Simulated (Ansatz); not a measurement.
# H6N2Si: the cost of one run

Method: RKS PBE0-D4/def2-mTZVP, in Ansatz 0.2.0.

### Step 1. The system as given

Bond lengths: Si1–N4 1.731 Å, Si1–N5 1.740 Å, N4–H6 1.011 Å, N4–H7 1.003 Å, N5–H8 1.004 Å, N5–H9 1.013 Å. Angles: Si1–N4–H6 124.8°, Si1–N4–H7 121.1°, H6–N4–H7 111.0°, N4–Si1–N5 103.8°, Si1–N5–H8 119.1°, Si1–N5–H9 121.3°, H8–N5–H9 109.7°.

As a file:

```xyz
9

Si    0.8393    0.1236   -0.4764
H    -0.5811   -1.0598   -0.8350
H     0.0567   -1.2089   -1.5449
N    -0.5122    1.2041   -0.5031
N     0.6332   -0.7628    1.0064
H    -1.2593    1.2102    0.1777
H    -0.4687    2.0758   -0.9971
H     1.4426   -1.0001    1.5503
H    -0.1505   -0.5821    1.6221
```

### Step 2. Pulling towards end A

Springs on the bonds that form and break draw the guess towards this end; the thresholds are loose.

File input.yaml:

```yaml
crystal:
  periodic: [false, false, false]
  atoms:
    - { symbol: Si, position_ang: [0.8393, 0.1236, -0.4764] }
    - { symbol: H, position_ang: [-0.5811, -1.0598, -0.835] }
    - { symbol: H, position_ang: [0.0567, -1.2089, -1.5449] }
    - { symbol: "N", position_ang: [-0.5122, 1.2041, -0.5031] }
    - { symbol: "N", position_ang: [0.6332, -0.7628, 1.0064] }
    - { symbol: H, position_ang: [-1.2593, 1.2102, 0.1777] }
    - { symbol: H, position_ang: [-0.4687, 2.0758, -0.9971] }
    - { symbol: H, position_ang: [1.4426, -1.0001, 1.5503] }
    - { symbol: H, position_ang: [-0.1505, -0.5821, 1.6221] }
basis:
  gaussian: { orbitals: def2-mTZVP }
hamiltonian:
  xc: pbe0
  dispersion: d4
relax:
  f_tol: 0.15
  max_steps: 25
  restrain:
    - { distance: [2, 1], at: 1.92, k: 30.0 }
    - { distance: [0, 1], at: 1.42, k: 30.0 }
    - { distance: [0, 2], at: 1.42, k: 30.0 }
```

On the command line:

```sh
> ansatz run input.yaml --threads 2 --pin off --max-ram 3072MiB --backend cpu --events-out ev --progress --plain --runs-dir out
```

What time and memory should one allow on 2 threads of Arm Neoverse V2, shared host?

About 14 s, with a peak of 0.14 GiB.
